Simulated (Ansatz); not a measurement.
Geometry optimisation, RKS B3LYP-D4/6-31G* in Ansatz 0.2.0.

input.yaml

```yaml
crystal:
  periodic: [false, false, false]
  atoms:
    - { symbol: Si, position_ang: [-0.381961, 0.159067, -0.490873] }
    - { symbol: Si, position_ang: [-0.250182, -0.167305, 2.922887] }
    - { symbol: H, position_ang: [-0.866652, -0.717497, 4.162822] }
    - { symbol: H, position_ang: [0.827811, -1.088959, 2.484133] }
    - { symbol: H, position_ang: [0.300749, 1.181766, 3.212018] }
    - { symbol: F, position_ang: [0.810512, 0.866885, 0.347634] }
    - { symbol: H, position_ang: [-0.30777, 0.664503, -1.88833] }
    - { symbol: H, position_ang: [-0.19039, -1.314601, -0.476042] }
    - { symbol: H, position_ang: [-1.662689, 0.495312, 0.139838] }
    - { symbol: H, position_ang: [-1.289627, -0.07917, 1.886013] }
basis:
  gaussian: { orbitals: "6-31G*" }
hamiltonian:
  xc: b3lyp
  dispersion: d4
relax:
  f_tol: 0.03
  max_steps: 50
```

Run as:

```bash
$ ansatz run input.yaml --threads 1 --pin off --max-ram 2048MiB --backend cpu --events-out ev --progress --plain --runs-dir out
```

Problem. Where does it end, and by what steps?

Solution. The forces met the threshold. The force dipped under the threshold on the way, but the program's further checks kept it going. After 10 steps the energy has fallen by 0.237 eV; H9 moved furthest, 0.79 Å.

| step | energy less start (eV) | largest force component (eV/Å) | accepted |
| --- | --- | --- | --- |
| 0 | 0.0000 | 0.617 | yes |
| 1 | -0.1478 | 0.149 | yes |
| 2 | -0.2147 | 0.207 | yes |
| 3 | -0.2282 | 0.191 | yes |
| 4 | -0.2211 | 0.610 | no |
| 5 | -0.2314 | 0.053 | yes |
| 6 | -0.2350 | 0.017 | yes |
| 7 | -0.2362 | 0.070 | yes |
| 8 | -0.2369 | 0.031 | yes |
| 9 | -0.2368 | 0.083 | no |
| 10 | -0.2371 | 0.002 | yes |

```xyz
10
Properties=species:S:1:pos:R:3
Si -0.432 0.215 -0.815
Si -0.187 -0.225 3.248
H -0.581 -0.745 4.586
H 0.903 -1.070 2.700
H 0.267 1.181 3.384
F 0.544 0.825 0.323
H 0.065 0.654 -2.143
H -0.409 -1.266 -0.733
H -1.810 0.722 -0.601
H -1.370 -0.291 2.351
```

Whether the end is a true minimum wasn't checked by a vibrational analysis.

Run time: 33 s on 1 thread of Intel(R) Xeon(R) Platinum 8259CL CPU @ 2.50GHz (Skylake/Cascade Lake) (shared host), peak memory 0.15 GiB.
